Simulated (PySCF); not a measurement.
## iminomethyl cation: adiabatic energies of losing or gaining an electron at several levels

Structure: `C#[NH+]` ([CH2N]+).

All levels share the PBE0-D3(BJ)/def2-SVP structures and the PBE0-D3(BJ)/def2-SVP thermal terms; only the single-point energies (PySCF) change. Values are adiabatic energies of losing or gaining an electron (0 K, eV).

| level | recombination energy to the radical | time |
| --- | --- | --- |
| HF/ma-def2-TZVP | 6.67 | 2 s |
| PBE0-D3(BJ)/6-31G | 6.94 | 2.8 s |
| M06-L/ma-def2-TZVP (grid 3) | 7.05 | 22 s |
| M06-2X/ma-def2-TZVP (grid 3) | 7.05 | 19 s |
| PBE0-D3(BJ)/def2-SVP | 7.15 | 3.6 s |
| BHandHLYP/ma-def2-TZVP | 7.16 | 7.2 s |
| PBE0-D3(BJ)/6-31G* | 7.16 | 3.3 s |
| LDA/ma-def2-TZVP | 7.16 | 7.7 s |
| BLYP-D3(BJ)/ma-def2-TZVP | 7.18 | 9.8 s |
| PBE0-D3(BJ)/def2-SV(P) | 7.19 | 3.3 s |
| PBE0-D3(BJ)/cc-pVDZ | 7.19 | 3.7 s |
| PBE0-D3(BJ)/cc-pVTZ | 7.21 | 7.4 s |
| ωB97X-D3(BJ)/ma-def2-TZVP | 7.21 | 8.3 s |
| PBE0-D3(BJ)/def2-TZVP | 7.23 | 6.6 s |
| PBE0-D3(BJ)/def2-TZVPP | 7.24 | 8.2 s |
| PBE0-D3(BJ)/pcseg-2 | 7.24 | 7.4 s |
| LC-ωPBE/ma-def2-TZVP | 7.24 | 12 s |
| CAM-B3LYP-D3(BJ)/ma-def2-TZVP | 7.24 | 8.6 s |
| HSE06/ma-def2-TZVP | 7.25 | 13 s |
| PBE0-D3(BJ)/def2-QZVP | 7.25 | 18 s |
| PBE0-D3(BJ)/ma-def2-TZVP | 7.25 | – |
| PBE0-D3(BJ)/def2-TZVPD | 7.25 | 8.3 s |
| PBE0-D3(BJ)/def2-QZVPPD | 7.26 | 22 s |
| PBE0-D3(BJ)/aug-cc-pVQZ | 7.26 | 36 s |
| PBE-D3(BJ)/ma-def2-TZVP | 7.26 | 9.8 s |
| PBE0-D3(BJ)/jun-cc-pV(T+d)Z | 7.26 | 9.9 s |
| TPSS-D3(BJ)/ma-def2-TZVP (grid 3) | 7.27 | 24 s |
| OPBE/ma-def2-TZVP | 7.28 | 10 s |
| PBE0-D3(BJ)/def2-SVPD | 7.28 | 4.9 s |
| PBE0-D3(BJ)/6-311+G** | 7.28 | 5 s |
| PBE0-D3(BJ)/ma-def2-SVP | 7.28 | 4.2 s |
| B3LYP-D3(BJ)/ma-def2-TZVP | 7.30 | 7.7 s |
| PBE0-D3(BJ)/pcseg-1 | 7.30 | 3.8 s |
| PBE0-D3(BJ)/6-311++G(2d,2p) | 7.31 | 6.2 s |
| r2SCAN-D3(BJ)/ma-def2-TZVP (grid 3) | 7.31 | 22 s |
| PBE0-D3(BJ)/6-31+G* | 7.33 | 3.9 s |
| PBE0-D3(BJ)/aug-pcseg-1 | 7.34 | 5.6 s |
| PBE0-D3(BJ)/aug-cc-pVDZ | 7.35 | 5.6 s |
| BP86-D3(BJ)/ma-def2-TZVP | 7.35 | 9.6 s |

Times are wall times for all single points of a level on 1 thread of Arm Neoverse N1, a shared host; the dash marks the run that also made the structures. BLYP, BP86, HSE06, LC-ωPBE, LDA, M06-L, OPBE, PBE, TPSS, r2SCAN ran on a slower path of this set-up, which computes the density-fitting integrals anew in every SCF cycle while the other levels store them. So the times needn't show the usual order of cost, and those levels read slower than they are.

Hartree-Fock leaves out electron correlation, so its ionisation energies and electron affinities from energy differences come out too low, often by 1 eV or more.

The spread: 0.69 eV, from 6.67 to 7.35.

Differences come from unrounded values, so a last digit can differ from that of the printed terms.
